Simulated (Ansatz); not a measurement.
Molecule: C$_{2}$H$_{5}$O, charge -1, multiplicity 1. It need not be the lowest isomer of its formula. Whether it binds its extra electron was not tested at this geometry. 
Coordinates optimised at B3LYP-D3(BJ)/def2-TZVP (Ansatz, a program for electronic structure):
```xyz
8

C     -0.0124     1.3221    -0.1581
O      0.0041     0.0535     0.6105
C      0.0080    -1.0930    -0.1732
H      0.8612     1.2465    -0.8563
H     -0.8950     1.2316    -0.8430
H      0.0205    -1.9882     0.4770
H     -0.8820    -1.1537    -0.8304
H      0.8888    -1.1387    -0.8438
```
Charge -1, spin multiplicity 1.

Parts of the frozen-core correlation energy in aug-cc-pVTZ (Ansatz, hartree). Frozen orbitals: 3; correlated occupied orbitals by spin: 10 and 10; virtual: 240 and 240. Spin-orbit coupling is left out. No relativistic terms.

```csv
term,value
reference (HF),-153.43979
MP2 opposite-spin,-0.48232
MP2 same-spin,-0.14644
CCSD correlation,-0.65133
(T),-0.02801
T1 diagnostic,0.017
largest doubles amplitude,0.015
```
